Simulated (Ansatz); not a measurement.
1T (CdI2-type) CdI2 was calculated with PBEsol-D3(BJ) (plane waves, PAW; Ansatz, a first-principles code).

Run with plane-wave cutoff 520 eV, 12×12×6 k mesh (along the axes of the cell as run), Fermi–Dirac smearing 0.01 eV, scalar-relativistic PAW data made under PBE.

Cell (relaxed at this level):

```
CdI2
1.0
    2.07599    -3.59573     0.00000
    2.07599     3.59573     0.00000
    0.00000     0.00000     6.55051
Cd I
1 2
Direct
  0.00000   0.00000   0.00000
  0.33333   0.66667   0.26124
  0.66667   0.33333   0.73876
```

Problem. Estimate the bulk modulus B0, band gap, smallest direct gap on the k points sampled and pressure derivative B′ of the bulk modulus that the calculation returns.

Solution. 
* **bulk modulus B0**: 24.0 GPa
* **band gap**: 2.16 eV
* **smallest direct gap on the k points sampled**: 2.56 eV
* **pressure derivative B′ of the bulk modulus**: 8.7

Note: the bulk modulus comes from volumes at which shape and atoms were relaxed.

Spin–orbit coupling is not included; with these elements it can move the gap by several tenths of an eV or more.
